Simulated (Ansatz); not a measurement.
Consider the formal loss of a carbene: `CCC(O)F` → `[CH2]` (triplet) + `CC(O)F`.

Calculated with Ansatz (gas phase, PBE0-D4/def2-TZVP geometries, no zero-point term in ΔE). CCSD(T)/CBS is the MP2 limit (def2-TZVPP, def2-QZVPP) plus CCSD(T) − MP2 in def2-TZVPP, frozen cores. This one scheme is used for every species. Functionals use def2-TZVPP. Triplets are unrestricted, without spin–orbit coupling. Each species was taken in one conformer, which may not be the lowest.

```
     level  ΔE (kJ/mol)
r2SCAN0-D4        408.3
    B2PLYP        424.4
```

Problem. What does CCSD(T)/CBS give? (Best estimate.)

Solution. Ansatz gave: +435.5 kJ/mol. The listed levels differ from it by -27.2, -11.1 kJ/mol.

Largest T1 diagnostic among the species: 0.011.

The D4 term adds +9.8 kJ/mol with B3LYP and +5.3 kJ/mol with PBE0; it sums over pairs of atoms, weighted by their polarisabilities, and B3LYP, whose exchange is more repulsive, gets the larger term. In def2-TZVPP, CCSD(T) changes the Hartree–Fock value by +136.7 kJ/mol (the triples alone add +11.0 kJ/mol) and MP2 by +149.1 kJ/mol.

B3LYP here is the variant with VWN-RPA as its local correlation; programs differ in this.

CCSD(T)/CBS has its own doubt, a few kJ/mol and more with outer-core shells, so smaller differences from it don't rank the levels.
